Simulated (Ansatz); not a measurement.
# Basis-set limit of SiH5O, doublet

```xyz
7

O    -1.7717   -0.0190    0.0000
H    -2.0210    0.9076    0.0000
H    -0.8122   -0.0190    0.0000
Si    0.9593   -0.0190    0.0000
H     1.4092   -1.4353    0.0000
H     1.4092    0.6891   -1.2265
H     1.4092    0.6891    1.2265
```

Ansatz 0.2.0, UHF determinant, valence electrons correlated. Energies in eV.

| set | X | functions | Hartree–Fock | MP2 correlation | CCSD(T) correlation | time |
| --- | --- | --- | --- | --- | --- | --- |
| def2-TZVPP | 3 | 143 | -9977.4140 | -10.6105 | -11.8051 | 3 s on 1 × NVIDIA H100 80GB HBM3 with 1 thread of AMD EPYC 7R13 Processor (Zen 3) (shared host) |
| def2-QZVPP | 4 | 277 | -9977.7751 | -11.4263 | -12.5447 | 8.5 s on 1 × NVIDIA H100 80GB HBM3 with 1 thread of AMD EPYC 7R13 Processor (Zen 3) (shared host) |

Hartree–Fock is taken to follow E(X) = E∞ + A·exp(−7.88·√X), correlation E(X) = E∞ + B·X^−2.97.

Work out the CCSD(T) energy at the limit, and how far the shortcut misses it that extrapolates MP2 and adds CCSD(T) minus MP2 from the smaller set.

Hartree–Fock: E∞ = E4 + 0.1377·(E4 − E3) = -9977.8248. Correlation: E∞ = E4 + 0.7407·(E4 − E3) = -13.0926 for CCSD(T) and -12.0307 for MP2. The limit is -9990.9174 eV, 0.598 eV below def2-QZVPP. The shortcut gives a correlation energy of -12.0307 + (-1.1947) = -13.2253, 133 meV lower than the direct value.

Past Ne part of the Hartree–Fock step between the two sets comes from the cores, which don't follow the formula, so the 50 meV that it adds to the total can overshoot; that part largely cancels in differences.
